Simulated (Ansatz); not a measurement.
`C/C=C/C=O` → `C1=COCC1`  (isomerisation)

Gas-phase electronic energies from Ansatz, PBE0-D4/def2-TZVP geometries. CCSD(T)/CBS adds triple-zeta CCSD(T) − MP2 to the extrapolated MP2 energy (def2 sets, frozen cores). Functionals use def2-TZVPP. Each species was taken in one conformer, which may not be the lowest.

`C/C=C/C=O`:

```xyz
11

C     0.064    0.319   -1.726
C    -0.231    0.337   -0.273
C     0.287   -0.485    0.640
C    -0.087   -0.364    2.047
O     0.332   -1.066    2.933
H     0.783   -0.459   -1.985
H    -0.853    0.154   -2.301
H     0.460    1.286   -2.050
H    -0.937    1.094    0.072
H     0.997   -1.265    0.381
H    -0.815    0.450    2.261
```

`C1=COCC1`:

Z-matrix (Å, degrees):
```
C
C 1 1.535
O 1 1.439 2 106.8
H 1 1.095 2 111.4 3 -117.1
H 1 1.090 2 114.1 3 119.1
C 2 1.504 1 100.9 3 14.8
H 2 1.096 1 112.4 3 -104.1
H 2 1.093 1 111.5 3 135.6
C 3 1.356 1 106.3 2 -14.3
H 6 1.079 2 125.8 1 173.4
H 9 1.081 3 114.8 1 -172.8
```

| level | ΔE (kJ/mol) | difference from CCSD(T)/CBS |
| --- | --- | --- |
| BLYP-D4 | 46.2 | 26.5 |
| BHLYP-D4 | 26.2 | 6.5 |
| B2PLYP | 33.4 | 13.7 |
| PBE | 26.8 | 7.1 |
| BLYP | 52.6 | 32.9 |
| BHLYP | 28.9 | 9.2 |
| MP2/def2-TZVPP | 19.2 | -0.5 |
| SCS-MP2/def2-TZVPP | 25.1 | 5.4 |
| CCSD(T)/def2-TZVPP | 21.5 | 1.8 |
| SCS-MP2/def2-QZVPP | 24.3 | 4.6 |
| CCSD(T)/CBS | 19.7 | 0 |

(1) What do rigid-rotor, harmonic-oscillator terms from PBE0-D4/def2-TZVP frequencies (298.15 K, 1 bar) make of the CCSD(T)/CBS value? (Best estimate.)

Largest T1 diagnostic among the species: 0.014.

## Answers

(1) Computed: ΔZPE = +9.5 kJ/mol, ΔH = +25.6 kJ/mol, ΔS = -24 J/(mol·K), ΔG = +32.7 kJ/mol.

In def2-TZVPP, CCSD(T) changes the Hartree–Fock value by −18.9 kJ/mol (the triples alone add +0.8 kJ/mol) and MP2 by −21.2 kJ/mol. From r2SCAN to r2SCAN0 (25 % exact exchange), in def2-TZVPP and without D4, ΔE moves by −9.6 kJ/mol. Leaving LDA and LC-ωPBE aside and taking each functional with its dispersion term where it has one, the values, not all of them listed here, spread over 37.1 kJ/mol, from PBE-QIDH to BLYP-D4. LDA lies −34.9 kJ/mol from PBE without D4.
